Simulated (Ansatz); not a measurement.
**Energy profile**

The step: AlH₂F ([F][AlH2]) + CH₄ → CH₅Al ([CH3][AlH2]) + HF (still joined by a long Al–F bond); bonds formed: Al1–C6, F2–H5; bonds broken: H5–C6; bonds weakened to dative contacts: Al1–F2 (atoms numbered as in the saddle structure below).

| atom | x (Å) | y (Å) | z (Å) |
| --- | --- | --- | --- |
| Al1 | -0.4796 | -0.9950 | 0.1644 |
| F2 | -1.6598 | 0.3314 | -0.6708 |
| H3 | -0.2065 | -2.1258 | -0.9083 |
| H4 | -1.0584 | -1.2996 | 1.6053 |
| H5 | -0.7380 | 0.7705 | -0.5023 |
| C6 | 0.7889 | 0.6230 | 0.0620 |
| H7 | 0.6072 | 1.6395 | -0.3269 |
| H8 | 1.1028 | 0.7893 | 1.0962 |
| H9 | 1.6433 | 0.2666 | -0.5197 |

Electronic energies by CCSD(T) at an estimated basis limit (MP2 extrapolated from triple and quadruple zeta, plus CCSD(T) − MP2 in triple zeta), on PBE0-D4/def2-TZVP structures; CH$_{6}$AlF, singlet; no counterpoise correction. Computed with Ansatz 0.2.0 (basis: def2-TZVPP and def2-QZVPP); correlated methods freeze the cores. Extrapolation: Hartree–Fock as exp(−7.88 √X), correlation as X^−2.97.

Q: Give the profile in eV, counted from the separated reactants. (An estimate is asked for; the value comes from the calculation.)

A: The calculation gives:
| point | eV |
| --- | --- |
| separated: AlH$_{2}$F (linked as [F][AlH2]; Al1, F2, H3, H4; singlet) + CH$_{4}$ (H5, C6, H7, H8, H9; singlet) | 0.000 |
| start structure | -0.126 |
| saddle | 1.841 |
| end structure | 1.658 |
| separated: CH$_{5}$Al (linked as [CH3][AlH2]; Al1, H3, H4, C6, H7, H8, H9; singlet) + HF (F2, H5; singlet) | 2.036 |

No T1 diagnostic of these runs exceeds 0.013.

For scale, one of the runs: CCSD(T)/def2-TZVPP, 188 basis functions (an equivalent command: `ansatz run in.yaml --threads 2`). Hardware: 2 CPU threads, shared host. Wall time 26 s; peak host memory 2.1 GiB.
